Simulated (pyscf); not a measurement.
PySCF, gas phase, ωB97X-D3(BJ)/def2-SVP geometries.

Problem. Estimate the classical barrier height and the reaction energy of `[OH][SiH2][F]` + `[NH3]` → `[NH2][SiH2][OH]` + `[FH]` at HF/def2-TZVP. The step runs on the singlet surface, breaks F–Si, H–N and forms N–Si, F–H; take the separated reactants as zero.

Solution. ΔE‡ = 1.79 eV, ΔE = +1.06 eV. CCSD(T)/def2-TZVPP + ΔMP2(QZVPP) gives 1.14 eV and +0.91 eV. Zero-point energy shifts the barrier by +0.05 eV. It is a four-centre exchange, with an imaginary mode of 544i cm⁻¹. On the reactant side the descent ends in an adduct with a N–Si contact (not fully relaxed), 0.20 eV over the separated species and 0.80 eV under the saddle at ωB97X-D3(BJ)/def2-TZVP. On the product side the descent ends in a bound adduct, 0.55 eV under the separated species and 0.63 eV under the saddle at ωB97X-D3(BJ)/def2-TZVP. What is counted as formed (N–Si) is already present as a longer contact in the reactant adduct; forming that adduct is a step of its own. At ωB97X-D3(BJ) the barrier from the zero used here is 1.00 eV. This is the saddle that the search found; another between the same sides may lie lower. The CCSD(T) − MP2 part came from Ansatz, without density fitting, on the same reference.
